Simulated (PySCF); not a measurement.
1-fluoropentane, C5H11F.
InChI=1S/C5H11F/c1-2-3-4-5-6/h2-5H2,1H3

A linear-response calculation (PySCF, def2-SVPD basis, gas phase, vertical, core orbitals frozen in the response) gave these numbers; the functional is withheld.

Orbital energies (eV): HOMO-3 -11.13, HOMO-2 -10.69, HOMO-1 -10.57, HOMO -10.46, LUMO 1.41, LUMO+1 1.71, LUMO+2 1.97.

| state | E (eV) | f | main configurations (H = HOMO, L = LUMO) |
| --- | --- | --- | --- |
| S1 | 8.85 | 0.0042 | H→L (55%), H-1→L (25%), H-1→L+1 (9%) |
| S2 | 8.91 | 0.016 | H-1→L (48%), H→L (23%), H→L+1 (8%) |
| S3 | 9.07 | 0.0082 | H-2→L (55%), H→L (9%) |
| S4 | 9.28 | 0.0031 | H→L+1 (40%), H-3→L (24%), H-2→L+1 (18%) |
| S5 | 9.41 | 0.0082 | H-4→L (24%), H-1→L+1 (13%), H→L+1 (12%) |
| S6 | 9.44 | 0.019 | H-1→L+1 (28%), H-3→L (17%), H-2→L (12%) |

Triplets, Tamm–Dancoff:

| state | E (eV) | λ (nm) | main configurations (H = HOMO, L = LUMO) |
| --- | --- | --- | --- |
| T1 | 8.59 | 144.4 | H-1→L (46%), H→L (26%), H-1→L+1 (9%) |
| T2 | 8.67 | 142.9 | H→L (28%), H-2→L (19%), H-1→L (14%) |
| T3 | 8.80 | 140.9 | H-2→L (46%), H→L (22%), H-1→L (10%) |
| T4 | 9.00 | 137.8 | H-3→L (33%), H→L+1 (24%), H-2→L+1 (20%) |

Vertical ionisation energy by ΔSCF with the same functional: 11.26 eV. Mean static polarisability: 64.5 au.

Question: Which of these was used?
A. HF
B. CAM-B3LYP
C. B3LYP
D. PBE

Answer: B. CAM-B3LYP is range-separated, 19% exact exchange at short range and 65% at long range (ω = 0.33 bohr⁻¹). In this run −ε(HOMO) = 10.46 eV differs from the ΔSCF value by -0.80 eV, and S1 differs from the orbital gap of 11.87 eV by -3.02 eV. The ratio −ε(HOMO)/IP is 0.93. Usual ranges for neutral molecules in this basis: 0.85 to 0.93 with CAM-B3LYP, 0.5 to 0.7 with PBE, 0.67 to 0.83 with B3LYP; with Hartree–Fock the ratio is 1 or more (Koopmans' value less the relaxation energy is the ΔSCF value). The other options: PBE, a GGA without exact exchange; HF, time-dependent Hartree–Fock, 100% exact exchange; B3LYP, a global hybrid with 20% exact exchange.

Theory: TDDFT CAM-B3LYP/def2-SVPD, vertical, gas phase, core orbitals frozen in the response (PySCF). Isolated species at its PBE0-D3(BJ)/def2-SVP geometry (one conformer only).

The run took 3.8 min of wall time on one thread, Arm Neoverse V1, no GPU, shared host.

Shape of the structure used: `[CH3:1][CH2:2][CH2:3][CH2:4][CH2:5][F:6]`: C1–C2–C3–C4 180°, C2–C3–C4–C5 -179°, C3–C4–C5–F6 60°.
